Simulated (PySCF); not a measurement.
Working with the constants of SiC

ROHF constants of SiC, ³Π (triplet), unpaired electrons σ ↑, π ↑ (Si aug-pcseg-1, C aug-pcseg-1; no relativity (PySCF 2.14); masses 27.9769 and 12.0000 u):

- ωe: 1105.6 cm⁻¹
- ωexe: 6.51 cm⁻¹
- Be: 0.70874 cm⁻¹
- αe: 0.00514 cm⁻¹
- D (centrifugal): 1.16e-06 cm⁻¹
- De to Si + C: 2.21 eV

**Question.** Give the vibrational terms G(v) and spacings up to v = 6.

**Answer.** G(v) = ωe(v+½) − ωexe(v+½)².

```csv
v,G(v) (cm⁻¹),G(v) − G(v−1),Bv (cm⁻¹)
0,551,,0.7062
1,1644,1093,0.7010
2,2723,1080,0.6959
3,3790,1067,0.6908
4,4843,1054,0.6856
5,5884,1040,0.6805
6,6911,1027,0.6753
```

UHF is strongly spin-contaminated for SiC, so the ROHF reference used there is far from stable. Hartree–Fock leaves out correlation, which carries a large part of most bond energies and some tenths to 1 eV of ionisation energies. The state was picked by a PBE0 search and need not be the measured ground state.
